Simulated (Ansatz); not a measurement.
# Two structures, one formula

The two ends of one reaction step of SiH6S, closed shell (PBE0-D4/def2-TZVP).

A:

```
8
angstrom
Si -0.9996 -0.3860 0.1407
S 0.4664 0.1527 1.6015
H -0.3701 -0.9607 -1.0747
H -1.6875 0.8832 -0.1947
H -1.9753 -1.3638 0.6853
H 1.7801 1.2808 -1.0831
H 1.8251 1.4844 -1.8007
H 0.9611 -1.0905 1.7258
```

B:

```
atom    x (Å)    y (Å)    z (Å)
 Si1  -0.8975  -0.2503  -1.0520
  S2   0.9990   0.6599   2.0457
  H3  -1.6225  -0.6395  -2.2913
  H4  -1.4806   1.0065  -0.5229
  H5  -1.0334  -1.3399  -0.0538
  H6   1.9631   1.1779   1.2700
  H7   0.5355  -0.0466  -1.3835
  H8   1.5366  -0.5678   1.9878
```

Program: Ansatz 0.2.0. Basis: def2-TZVPP. Cores are frozen in the correlated methods. B3LYP uses VWN-RPA correlation.

(1) Which structure is lower at CCSD(T), and by how much? (To be estimated.)

T1 diagnostic: at most 0.011.

## Answers

(1) Computed: A, by 25.6 kJ/mol (electronic energy, against the other). By their contacts, A is a complex of SiH₄S ([SiH3][SH]) + H₂ and B is a complex of SiH₄ + H₂S.

All methods give the same order:

```csv
method,E(B) − E(A) (kJ/mol)
SPW92,27.8
PBE-D4,33.5
BLYP-D4,29.1
r2SCAN-D4,33.8
B97M-V,27.2
PBE0-D4,31.4
B3LYP-D4,27.0
r2SCAN0-D4,31.9
BHLYP-D4,24.2
CAM-B3LYP-D4,22.4
wB97X-V,27.0
wB97M-V,27.9
B2PLYP,27.1
PBE-QIDH,31.5
RPA on PBE,21.2
HF,14.7
MP2,34.1
CCSD,22.1
CCSD(T),25.6
```

Labels in which every atom is bracketed show which atoms are joined, not bond orders.

For scale, one of the runs: CCSD(T)/def2-TZVPP, 168 basis functions, launched by `ansatz run in.yaml --threads 2 --pin off --events-out ev --progress --plain --max-ram 4352MiB`. Hardware: 2 CPU threads of an Arm Neoverse V2, shared host. Wall time 14 s; peak host memory 1.2 GiB.
